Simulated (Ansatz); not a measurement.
`C/C=N/CF` + H₂ → `C=NCF` + CH₄ at 400 K and 1 bar (hydrogenolysis of a C–C bond).

Isolated molecules relaxed with PBE0-D4/def2-TZVP in Ansatz; ΔE leaves out vibrations. CCSD(T)/CBS is the MP2 limit (def2-TZVPP, def2-QZVPP) plus CCSD(T) − MP2 in def2-TZVPP, frozen cores. This one scheme is used for every species. Each species was taken in one conformer, which may not be the lowest.

```
   species  CCSD(T)/CBS energy (Eh)  H − E (kJ/mol)  S (J/(mol·K))
`C/C=N/CF`               -272.23199           262.8          345.0
        H₂                 -1.17544            38.0          139.0
   `C=NCF`               -232.96675           183.2          298.1
       CH₄                -40.46206           131.3          197.2
```

H − E and S are ideal-gas, rigid-rotor, harmonic terms from PBE0-D4/def2-TZVP, for one conformer and one mirror image of each species. For small species the MP2-based limit differs from directly extrapolated CCSD(T) by up to some mEh (0.8 for H₂); such offsets cancel only in part. 1 Eh = 2625.50 kJ/mol, R = 8.31446 J/(mol·K).

By hand: ΔE, ΔH, ΔS and ΔG.

ΔE = (-232.96675) + (-40.46206) − (-272.23199) − (-1.17544) = -0.02138 Eh = -56.1 kJ/mol. Δ(H − E) = 183.2 + 131.3 − 262.8 − 38.0 = 13.7, so ΔH = -42.4 kJ/mol. ΔS = 298.1 + 197.2 − 345.0 − 139.0 = 11.3 J/(mol·K). ΔG = -42.4 − 400 × (11.3)/1000 = -46.9 kJ/mol.

By hand: the equilibrium constant, and the temperature at which ΔG would vanish if ΔH and ΔS stayed fixed.

log₁₀ K = −ΔG/(RT ln 10) = 6.1. ΔH and −TΔS have one sign here, so there is no such temperature.

The number of gas molecules stays the same, so ΔS is small and ΔH decides. A doubt of 5 kJ/mol in ΔE shifts log₁₀ K by 0.7 here. Other conformers and mirror images would add mixing entropy, several J/(mol·K) or more a flexible species. These are equilibria of isolated gas molecules and say nothing of rates. Largest T1 diagnostic: 0.012 (customary marks: 0.02 for closed shells, 0.045 for open ones).

ΔS is within the doubt of such terms, so its sign, and with it that verdict, could turn.
